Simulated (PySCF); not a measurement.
Metal–ligand bonds in Cd(Cl)1–Y. Gas-phase values, no solvent. One relaxed conformer stands for each flexible species; it need not be the lowest. Multiplicities are imposed; where one is given, others were not computed. Strings in code marks are SMILES.

Level of theory: r2SCAN-D4/def2-TZVP // r2SCAN-D4/def2-SVP (PySCF). All candidates: neutral, multiplicity 2. 

```
Property                          Value
-----------------------------  --------
highest occupied spin orbital  -5.88 eV
dipole moment                    0.00 D
```

Q: Name which member has these values.
A) [Cd(Cl)]
B) `C[O]`
C) `C[N]C`
D) `[CH3]`

A: D, `[CH3]`. The others give `C[N]C`: -5.98 eV, 1.71 D; `C[O]`: -6.35 eV, 2.02 D; [Cd(Cl)]: -6.03 eV, 3.43 D
